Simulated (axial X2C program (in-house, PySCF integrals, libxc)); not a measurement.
**A two-component session on PN: properties at the nuclei**

Wanted for PN: properties at the nuclei, at the two-component level.

Program: an in-house X2C program for linear molecules on PySCF integrals. Level of theory: two-component X2C with atomic mean-field terms, P dyall-av3z, N dyall-av3z. These are calculated values, not measurements.

## Step 1: Input

task.json reads:

```json
{"zs": [15, 7], "q": 0, "bas": ["dyall-av3z", "dyall-av3z"], "r0": 1.62, "levels": ["PBE0", "HF", "B3LYP"], "nst": 1, "ff": 1, "thr": -3.5, "nmax": 130, "opt": {"ecut": 60}}
```

Keys: zs atomic numbers; q charge; bas basis sets; r0 starting distance in Å; levels methods (HF also brings MP2); nst determinants followed; ff finite-field run; thr threshold in hartree for freezing inner shells (an s shell follows its p shell); nmax most natural virtual spinors; ecut virtual cutoff in hartree.

Command:

```
> python soeom.py task.json out
```

The runs that follow: Expectation values, lowest determinant; Finite-field coupled cluster.

Before running it: what results should come out? Wanted: lowest determinant; qzz P; qzz N; μ (for each run or level that gives them).

**Answer**, as computed:

| quantity | value |
| --- | --- |
| lowest determinant | Ω = 0 (closed shell) |
| qzz P (a.u.), PBE0 | -1.92 |
| qzz N (a.u.), PBE0 | -1.18 |
| μ (D), PBE0 | -2.84 |
| qzz P (a.u.), CCSD(T) | -1.79 |
| qzz N (a.u.), CCSD(T) | -1.10 |
| μ (D), CCSD(T) | -2.72 |

What this shows: The expectation values come from single determinants, which for open shells can mix terms of unlike spin or miss the lowest Ω, so a determinant need not be a state. qzz is the electric field gradient, eQq0 = 234.96 MHz × Q/barn × qzz; μ is positive if N is the positive end. The operators were transformed with the bare-nucleus X2C matrices. Correlation of the inner shells is missing, which matters for properties at the nucleus.
